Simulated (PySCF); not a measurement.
CHCl₃, SMILES C(Cl)(Cl)Cl.

The structure is a stationary point at PBE-D3(BJ)/def2-SVP.

Calculation: PBE/def2-TZVPD (PySCF).

Symmetry labels are those of the subgroup Cs that the program uses (full group C3v).

Computed valence orbital energies around the gap with their symmetry:
```json
[
 {"orbital": "HOMO−7", "symmetry": "A'", "energy (eV)": "-11.98"},
 {"orbital": "HOMO−6", "symmetry": "A\"", "energy (eV)": "-11.98"},
 {"orbital": "HOMO−5", "symmetry": "A\"", "energy (eV)": "-8.73"},
 {"orbital": "HOMO−4", "symmetry": "A'", "energy (eV)": "-8.73"},
 {"orbital": "HOMO−3", "symmetry": "A'", "energy (eV)": "-8.03"},
 {"orbital": "HOMO−2", "symmetry": "A\"", "energy (eV)": "-8.03"},
 {"orbital": "HOMO−1", "symmetry": "A'", "energy (eV)": "-7.90"},
 {"orbital": "HOMO", "symmetry": "A\"", "energy (eV)": "-7.54"},
 {"orbital": "LUMO", "symmetry": "A'", "energy (eV)": "-2.36"},
 {"orbital": "LUMO+1", "symmetry": "A\"", "energy (eV)": "-1.12"},
 {"orbital": "LUMO+2", "symmetry": "A'", "energy (eV)": "-1.12"},
 {"orbital": "LUMO+3", "symmetry": "A'", "energy (eV)": "-0.40"}
]
```
